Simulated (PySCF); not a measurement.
## Si2H4: g tensor and hyperfine couplings

Species: Si2H4 (triplet state).
Numbering: `[SiH:1][SiH3:2]` (hydrogens: H3 on Si1; H4, H5, H6 on Si2)

Cartesian coordinates in Å at the PBE0-D3(BJ)/def2-SVP level; atoms count from 1:
```
atom  x, y, z in Å
Si1    1.509   -0.690   -0.283
Si2   -0.682    0.037   -0.016
H3     2.688    0.123    0.157
H4    -1.016    0.246    1.428
H5    -1.566   -1.028   -0.575
H6    -0.927    1.316   -0.754
```

Method: UKS B3LYP, IGLO-III on Si, pcH-1 on H, non-relativistic, mean-field spin-orbit, GIAO (PySCF). Geometry: PBE0-D3(BJ)/def2-SVP; no solvent, vibrations or thermal averaging. This triplet need not be the ground state; the singlet was not compared here.

```json
{"g1, g2, g3": "2.00162, 2.00374, 2.00408", "g_iso": "2.00314", "Form of g": "close to axial: the two nearest values differ by 14 % of g3 − g1", "⟨S²⟩": "2.0035 (exact 2.0000)", "Basis functions": "128"}
```

Hyperfine couplings atom by atom, in 10⁻⁴ cm⁻¹; T1 to T3 are the principal values of the dipolar part; ρ(0) is the spin density at the nucleus (1 × 10⁻⁴ cm⁻¹ = 2.998 MHz):

| atom | isotope | a_iso | of which spin–orbit | T1 | T2 | T3 | Mulliken spin population | ρ(0) (bohr⁻³) |
| --- | --- | --- | --- | --- | --- | --- | --- | --- |
| Si1 | 29Si | -115.6 | 0.5 | -20.2 | -8.4 | 28.7 | 1.81 | 0.7832 |
| Si2 | 29Si | -12.2 | 0.0 | -4.6 | 2.1 | 2.6 | 0.09 | 0.0825 |
| H3 | 1H | 14.2 | 0.0 | -1.9 | -0.8 | 2.6 | 0.03 | 0.0190 |
| H4 | 1H | 13.6 | 0.0 | -0.8 | -0.2 | 1.0 | 0.04 | 0.0182 |
| H5 | 1H | -1.7 | 0.0 | -0.7 | -0.6 | 1.3 | 0.00 | -0.0023 |
| H6 | 1H | 13.6 | 0.0 | -0.8 | -0.2 | 1.0 | 0.04 | 0.0182 |

The Mulliken spin populations are largest on Si1 (+1.81) and Si2 (+0.09). Si1 is the only atom above +0.15.

The 29Si coupling of Si1 (-346.6 MHz) shows only in satellite lines or after enrichment, since that isotope makes up about 4.7 % of natural silicon.

On Arm Neoverse V1, one thread, shared host, this took 18 s.
